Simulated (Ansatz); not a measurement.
Relaxed structures of CH$_{5}$SSi (charge +1), singlet (PBE0-D4/def2-TZVP; forces vanish, vibrations not checked; lower isomers may exist, and structures with a doubtful reference or unclear bonds are left out; Å). Computed with Ansatz 0.2.0 (basis: def2-TZVPP); correlated methods freeze the cores.

Q: Rank them by CCSD(T) energy, lowest first, and give each one's height above the lowest. Links in brackets join atoms within 1.22 times the sum of their covalent radii (1.1 for two metals). (An estimate is asked for; the value comes from the calculation.)
A.
CH₅SSi ([CH2]1[SiH2][SH]1), total charge +1
```
8
angstrom
Si -0.6452 0.4877 -0.6913
C 0.4962 0.3396 0.7389
S 0.8715 -1.1265 -0.3563
H -2.0088 -0.0429 -0.5605
H -0.2424 1.3245 -1.8287
H 0.1463 0.0417 1.7226
H 1.3820 0.9698 0.7736
H 0.0005 -1.9938 0.2018
```
B.
CH₅SSi ([SiH][CH2][SH2]), total charge +1
```
8
angstrom
Si -1.3156 0.9677 0.1111
C 0.4813 0.2632 0.4832
S 0.9110 -1.1839 -0.4806
H -1.5458 -0.0567 -1.0015
H 1.9702 -1.7535 0.1577
H 0.6392 0.0843 1.5490
H 1.1900 1.0397 0.1689
H 0.0316 -2.0786 0.0145
```
C.
CH₅SSi ([SiH2][CH][SH2]), total charge +1
```
8
angstrom
Si -0.9914 0.1665 -1.1594
C 0.0211 -0.4301 0.1007
S 1.0161 0.6734 0.9577
H -1.8514 -0.7631 -1.9056
H -0.9866 1.6038 -1.4784
H 0.7988 0.3932 2.2682
H 2.2463 0.0994 0.9661
H 0.0676 -1.4743 0.3879
```

A: By the calculation: A (0.000 eV), C (1.477 eV), B (1.857 eV). Heights count from the lowest.

T1 diagnostic: at most 0.014. The restricted Hartree–Fock reference is unstable towards an unrestricted one at one or more of these structures.

For scale, one of the runs: CCSD(T)/def2-TZVPP, 185 basis functions, launched by `ansatz run in.yaml --threads 2 --pin off --events-out ev --progress --plain --max-ram 4352MiB`. Hardware: 2 CPU threads of an Arm Neoverse V2, shared host. Wall time 22 s; peak host memory 1.7 GiB.
